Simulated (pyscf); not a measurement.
Substitution at Si: H₃C–CH₂–SiH₃ (SMILES CC[SiH3]) + H• (SMILES [H]) → H₃C–CH₂–SiH₃ (SMILES CC[SiH3]) + H• (SMILES [H])

Gas phase, doublet surface, charge 0. Bonds broken: Si3–H9. Bonds formed: Si3–H12. PySCF, gas phase, ωB97X-D3(BJ)/def2-SVP geometries.

Transition state (Å):

```xyz
12

C     -1.3674    -0.1212    -1.2456
C     -0.2386     0.0493    -0.2261
Si    -0.8924     0.4948     1.5222
H     -2.0651    -0.9199    -0.9443
H     -0.9733    -0.3853    -2.2406
H     -1.9549     0.8048    -1.3532
H      0.3661    -0.8686    -0.1417
H      0.4538     0.8518    -0.5348
H     -0.5561     1.4738     2.7686
H     -1.7065    -0.6075     2.1098
H     -1.8577     1.6107     1.1408
H      0.5509     0.2605     2.1711
```

One imaginary mode, 405i cm⁻¹; descent along it reached the two sides named.

```csv
bond,change,reactant side (Å),saddle,product side
Si3–H9,breaks,1.494,1.620,4.6
Si3–H12,forms,3.7,1.600,1.494
```

Electronic energies relative to the separated reactants (kcal/mol):

| level | barrier | reaction energy | reverse barrier |
|---|---|---|---|
| ωB97X-D3(BJ)/def2-TZVP | 11.0 | 0.0 | 11.0 |
| PBE/def2-TZVP | 3.9 | 0.0 | 3.9 |
| r²SCAN/def2-TZVP | 3.4 | 0.0 | 3.4 |
| B3LYP-D3(BJ)/def2-TZVP | 6.5 | 0.0 | 6.5 |
| PBE0-D3(BJ)/def2-TZVP | 7.1 | 0.0 | 7.1 |
| M06-2X/def2-TZVP | 11.7 | 0.0 | 11.7 |
| ωB97M-D3(BJ)/def2-TZVP | 10.9 | 0.0 | 10.9 |
| HF/def2-TZVP | 28.6 | 0.0 | 28.6 |

With ωB97M-D3(BJ)/def2-TZVP energies and thermal terms (ideal gas, 1 atm, RRHO with modes under 100 cm⁻¹ raised to 100, one conformer, R ln 2 for chiral ones without a mode under 150 cm⁻¹), in kcal/mol:

```
T (K)   ΔH‡   ΔG‡   ΔH   ΔG
-----  ----  ----  ---  ---
298    10.5  17.6  0.0  0.0
600    10.0  25.0  0.0  0.0
900     9.6  32.6  0.0  0.0
1200    9.4  40.3  0.0  0.0
```

The same reactants have a lower exit, to H₃C–CH₂–SiH₂• + H₂ (barrier +4.6 kcal/mol at ωB97M-D3(BJ)/def2-TZVP, against +10.9 kcal/mol here). H₃C–CH₂–SiH₃ lies 12.8 kcal/mol over its isomer H₃C–SiH₂–CH₃ (electronic energy, ωB97M-D3(BJ)/def2-TZVP). One saddle was located; it need not be the lowest between these sides. The angle at the attacked Si is 66° (front-side attack).
